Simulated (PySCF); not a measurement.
Process, species as SMILES: ClC(Cl)Cl + 3 [H][H] (H2) → C (CH4) + 3 Cl (HCl)
B3LYP-D3(BJ)/def2-TZVP geometries, fixed; electronic energies without zero-point terms.

Effect of the auxiliary basis of density fitting at PBE/aug-cc-pV(T+d)Z with PySCF, against the last row, where the energy of full hydrogenation is -67.02 kcal/mol.

```
setting                                fitting functions, largest species  largest shift of a total energy (mEh)  shift of the energy of full hydrogenation (kcal/mol)
-------------------------------------  ----------------------------------  -------------------------------------  ----------------------------------------------------
density fitting: autoaux                                             1094                                 -0.020                                                 0.000
density fitting: def2-universal-jkfit                                 477                                 -0.062                                                -0.011
density fitting: cc-pvtz-jkfit                                        472                                 -0.040                                                -0.006
density fitting: cc-pvqz-jkfit                                        601                                 -0.021                                                -0.003
density fitting: weigend                                              213                                 -0.122                                                 0.051
density fitting: none                                                   -                                  0.000                                                 0.000
```

Within 0.05 kcal/mol in the energy of full hydrogenation: density fitting: autoaux; density fitting: def2-universal-jkfit; density fitting: cc-pvtz-jkfit; density fitting: cc-pvqz-jkfit. The largest shift is 0.122 mEh in a total energy and 0.051 kcal/mol in the difference.
